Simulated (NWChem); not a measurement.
Correlation energy of B

```
B
```
Charge 0, spin multiplicity 2.

Program: NWChem.

Basis set: 6-31G*. Each correlation energy counts from its own Hartree-Fock reference.

The correlated methods keep 1 core orbital frozen. The Pople sets run with spherical d functions. No SCF solution was tested for a lower state. Open-shell Hartree-Fock references start from PBE0 orbitals. Coupled-cluster values serve here as a point of comparison, not as the truth.

Problem. For the correlation energy, UMP2 gives -36.1 mHa and SCS-UMP2 gives -41.3 mHa. What do CCSD on UHF, CCSD[T] on UHF, CCSD(T) on UHF give?

Solution. CCSD on UHF: -56.3 mHa; CCSD[T] on UHF: -57.1 mHa; CCSD(T) on UHF: -57.1 mHa.
